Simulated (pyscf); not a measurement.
Elementary routes open to NH₃ + GaH [singlet] in the gas phase (singlet surface):
A. H₂N–Ga [singlet] + H₂ (Ga–H, H–N broken; Ga–N, H–H formed)
B. H₂N–GaH₂ (H–N broken; Ga–N, Ga–H formed)

Structures and frequencies: ωB97X-D3(BJ)/def2-SVP in PySCF.

Task: Rank the routes by free-energy barrier at 600 K, lowest first, for ωB97M-D3(BJ)/def2-TZVP energies (ideal gas, 1 atm, RRHO with modes under 100 cm⁻¹ raised to 100, one conformer, R ln 2 for chiral ones without a mode under 150 cm⁻¹).

Result: A (1.25 eV), B (2.34 eV)

Route A is the fastest of these, ahead of the next by 1.08 eV. The most stable products are those of A (ΔG = -0.67 eV), so kinetics and thermodynamics agree. At 1200 K A is still the fastest. A: On the reactant side the descent ends in a bound adduct, 0.60 eV under the separated species and 1.15 eV under the saddle at ωB97X-D3(BJ)/def2-TZVP. B: On the reactant side the descent ends in a bound adduct, 0.60 eV under the separated species and 2.19 eV under the saddle at ωB97X-D3(BJ)/def2-TZVP. Only these routes are compared; each barrier is that of the saddle found, and lower ones may exist. Elements up to Kr have no core potential and no relativistic terms here.
